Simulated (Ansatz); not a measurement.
Volume per atom (Å³/atom) of a set of elemental metals (20 solids), computed with PBE (Ansatz, a program for electronic structure, plane waves, PAW) and with PBE-D3(BJ) (Ansatz, plane waves, PAW). The set holds measured phases with no doubt noted on the run or the magnetic state but for the caveats below. Cubic solids are told by other quantities and aren't counted here. Solids without a value at one level (not run, failed, or a magnetic order lost), or held back for tests, aren't counted.

All rows, in order of the shift (worked out from unrounded values):

| solid | PBE | PBE-D3(BJ) | shift (%) |
|---|---|---|---|
| double-hcp La | 37.13 | 34.46 | -7.2 |
| hcp Cd | 22.89 | 21.29 | -7.0 |
| hcp Zn | 15.24 | 14.24 | -6.6 |
| hcp Be | 7.91 | 7.43 | -6.0 |
| hcp Tl | 31.43 | 29.60 | -5.8 |
| hcp Mg | 22.95 | 21.72 | -5.4 |
| body-centred tetragonal In | 27.47 | 26.06 | -5.1 |
| hcp Ti | 17.39 | 16.51 | -5.1 |
| hcp Sc | 24.65 | 23.47 | -4.8 |
| α-phase Ga | 20.29 | 19.39 | -4.5 |
| white tin (β-Sn) | 28.41 | 27.21 | -4.2 |
| hcp Lu | 29.10 | 27.91 | -4.1 |
| hcp Zr | 23.39 | 22.45 | -4.0 |
| hcp Y | 32.88 | 31.56 | -4.0 |
| hcp Hf | 22.53 | 21.85 | -3.0 |
| hcp Co | 10.86 | 10.55 | -2.9 |
| hcp Tc | 14.44 | 14.09 | -2.4 |
| hcp Ru | 13.77 | 13.45 | -2.3 |
| hcp Re | 14.95 | 14.67 | -1.9 |
| hcp Os | 14.28 | 14.02 | -1.8 |

The shift from PBE to PBE-D3(BJ) has a median of -4.3 %, and eight in ten lie between -6.6 % and -2.3 %; PBE-D3(BJ) is the larger in 0 and the smaller in 20 of 20.

Ansatz's runs of these crystals have no spin polarisation, but for hcp Co.

Density-functional runs with spin start from parallel moments for hcp Co.

Spin–orbit coupling is left out, also for the solids with elements from indium on (body-centred tetragonal In, hcp Os, white tin (β-Sn), double-hcp La, hcp Tl, hcp Re, hcp Hf, hcp Lu); its size isn't shown.

Caveats: the cell is over a tenth larger than the published one: the level's own overestimate first of all, though another phase or state, or a fault of the published cell, is possible (PBE: hcp Tl). Ansatz's density-functional and Hartree–Fock values are scalar-relativistic unless marked +SOC, with PAW data made under PBE.
